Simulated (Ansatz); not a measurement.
```yaml
crystal:
  periodic: [false, false, false]
  atoms:
    - {symbol: C, position_ang: [-0.731880, -0.007560, 0.003576]}
    - {symbol: F, position_ang: [0.632944, 0.006538, -0.003092]}
    - {symbol: H, position_ang: [-1.080385, 1.025728, 0.007040]}
    - {symbol: H, position_ang: [-1.059932, -0.530963, 0.902231]}
    - {symbol: H, position_ang: [-1.068737, -0.527912, -0.893594]}
basis:
  gaussian: {orbitals: def2-TZVP}
hamiltonian: {xc: pbe0}
relax: {f_tol: 0.004, max_steps: 80}
```

```sh
$ ansatz run in.yaml --threads 1 --pin off --events-out ev --progress --plain --max-ram 2176MiB
```

Steps of the relaxation (energy above the last step; positions in Å, forces in eV/Å):

```
5
step 1, 9.1 meV
C    -0.732   -0.008    0.004   -0.061   -0.001    0.000
F     0.633    0.007   -0.003    0.637    0.007   -0.003
H    -1.080    1.026    0.007   -0.192    0.006    0.001
H    -1.060   -0.531    0.902   -0.192   -0.006    0.008
H    -1.069   -0.528   -0.894   -0.192   -0.006   -0.006
```

```
5
step 2, 0.2 meV
C    -0.723   -0.007    0.004   -0.044    0.000    0.000
F     0.650    0.007   -0.003    0.125    0.001   -0.001
H    -1.089    1.021    0.007   -0.027    0.013    0.000
H    -1.069   -0.529    0.898   -0.027   -0.007    0.011
H    -1.077   -0.526   -0.890   -0.027   -0.007   -0.011
```

```
5
step 3, 0.0 meV
C    -0.722   -0.007    0.004   -0.024    0.000    0.000
F     0.653    0.007   -0.003    0.018    0.000    0.000
H    -1.090    1.021    0.007    0.002    0.002    0.000
H    -1.070   -0.529    0.898    0.002   -0.001    0.001
H    -1.079   -0.526   -0.889    0.002   -0.001   -0.001
```

```
5
step 5, 0.0 meV
C    -0.723   -0.007    0.004    0.000    0.000    0.000
F     0.654    0.007   -0.003    0.000    0.000    0.000
H    -1.090    1.021    0.007    0.000    0.000    0.000
H    -1.070   -0.529    0.898    0.000    0.000    0.000
H    -1.079   -0.526   -0.890    0.000    0.000    0.000
```

Close pairs at the end: C1–H4 1.092 Å, C1–H3 1.092 Å, C1–H5 1.092 Å, C1–F2 1.376 Å.

A stationary point of restricted PBE0 after 5 steps (its stability towards spin polarisation wasn't tested); no frequencies were run, so it isn't proven a minimum. 5.5 s on 1 thread of Arm Neoverse V2, shared host.
